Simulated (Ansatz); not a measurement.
Cohesive energy (eV/atom) along a series of related solids, from revPBE (Ansatz, a program for electronic structure, PAW); r²SCAN-D4 (Ansatz, PAW); r²SCAN+rVV10 in Ansatz (PAW).

```json
[
 {"solid": "hcp Y", "revPBE": "3.86", "r²SCAN-D4": "4.16", "r²SCAN+rVV10": "4.31", "measured": "4.42"},
 {"solid": "bcc Nb", "revPBE": "6.46", "r²SCAN-D4": "6.54", "r²SCAN+rVV10": "6.77", "measured": "7.6 (7.47–7.60)"},
 {"solid": "bcc Mo", "revPBE": "5.73", "r²SCAN-D4": "5.83", "r²SCAN+rVV10": "6.00", "measured": "6.84"},
 {"solid": "hcp Tc", "revPBE": "6.29", "r²SCAN-D4": "6.46", "r²SCAN+rVV10": "6.65", "measured": "–"},
 {"solid": "hcp Ru", "revPBE": "6.12", "r²SCAN-D4": "6.47", "r²SCAN+rVV10": "?", "measured": "6.8"},
 {"solid": "fcc Rh", "revPBE": "5.12", "r²SCAN-D4": "5.72", "r²SCAN+rVV10": "5.82", "measured": "5.78"},
 {"solid": "fcc Pd", "revPBE": "3.20", "r²SCAN-D4": "4.25", "r²SCAN+rVV10": "4.43", "measured": "3.93"},
 {"solid": "fcc Ag", "revPBE": "2.09", "r²SCAN-D4": "3.07", "r²SCAN+rVV10": "3.17", "measured": "2.97"},
 {"solid": "hcp Cd", "revPBE": "0.42", "r²SCAN-D4": "1.21", "r²SCAN+rVV10": "1.33", "measured": "1.18"}
]
```

**Question.** Estimate the withheld r²SCAN+rVV10 value from the other rows.

**Answer.** One way: carry over the typical difference. The differences r²SCAN+rVV10 − r²SCAN-D4 of the other rows, in order: 0.10, 0.10, 0.12, 0.15, 0.17, 0.18, 0.19, 0.23; median 0.160. hcp Ru: 6.47 + (0.160) = 6.63 eV/atom; the run gives 6.69 eV/atom. The differences spread from 0.10 to 0.23, so such an estimate is rough.

r²SCAN+rVV10 less measured, from the printed values: hcp Y -0.11 eV/atom, bcc Nb -0.83 eV/atom, bcc Mo -0.84 eV/atom, hcp Ru -0.11 eV/atom, fcc Rh +0.04 eV/atom, fcc Pd +0.50 eV/atom, fcc Ag +0.20 eV/atom, hcp Cd +0.15 eV/atom.

A member of the series is missing where a level wasn't run or failed, where a doubt is noted on the run or the magnetic state, for phases of high temperature or layered ones, and where values are held back for tests. The withheld row was drawn at random.

Ansatz's runs of these crystals have no spin polarisation. Meta-GGAs and exact exchange favour moments, which can bear on hcp Y, fcc Rh, fcc Pd.

A dash: no measured value is used.

Free atoms are spin-polarised, in the lowest state found; at levels without +SOC their spin–orbit coupling is left out. Each level is taken at its own relaxed cell. Caveats: the cell is over a tenth larger than the published one: the level's own overestimate first of all, though another phase or state, or a fault of the published cell, is possible (revPBE: hcp Cd). Ansatz's density-functional and Hartree–Fock values are scalar-relativistic unless marked +SOC, with PAW data made under PBE.

Measured values are for low temperature or corrected to a static lattice. References as tabulated in Jana et al. (2018), arXiv:1807.00350; Mejia-Rodriguez and Trickey (2018), arXiv:1807.09216; Csonka et al. (2009), arXiv:0903.4037.

Brackets give the range of the sources taken for a reference, where it is wide; it can hold other temperatures.
